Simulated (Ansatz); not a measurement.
# Strength of the N–C bond: C2F3N → CF3 + CN

Species: C2F3N `[C-]#[N+]C(F)(F)F`, singlet; CF3 (trifluoromethyl radical) `F[C](F)F`, doublet; CN, doublet. 

Shapes, held fixed at every level: PBE0-D4/def2-TZVP. Programs: Ansatz 0.2.0. The zero-point and thermal change to 298 K, harmonic and unscaled (PBE0-D4/def2-TZVP), is -9.4 kJ/mol.

Estimate ΔH(298 K) of this reaction.

B2PLYP/def2-TZVPP gives ΔH(298 K) = +402.7 kJ/mol; the levels span +345.1 to +473.0. The median of the levels is +408.3. Hartree–Fock misses the correlation of the pair that is broken and comes out low. No measured value is set beside it here. Spin contamination: CN (⟨S²⟩ up to 1.11). Open shells run unrestricted unless RO is named. Times are processor times on shared x86 and Arm servers, and rough.

```
                level                    kind  ΔH(298 K) (kJ/mol)  CPU time (sum over the molecules)
          HF/def2-SVP            Hartree–Fock              +345.1                                  –
     SPW92/def2-TZVPP                     LDA              +473.0                              5.2 s
  B3LYP-D4/def2-TZVPP           global hybrid              +408.3                               13 s
  BHLYP-D4/def2-TZVPP           global hybrid              +428.3                               12 s
r2SCAN0-D4/def2-TZVPP           global hybrid              +407.2                               22 s
   wB97X-V/def2-TZVPP  range-separated hybrid              +439.9                               34 s
    B2PLYP/def2-TZVPP           double hybrid              +402.7                               18 s
```
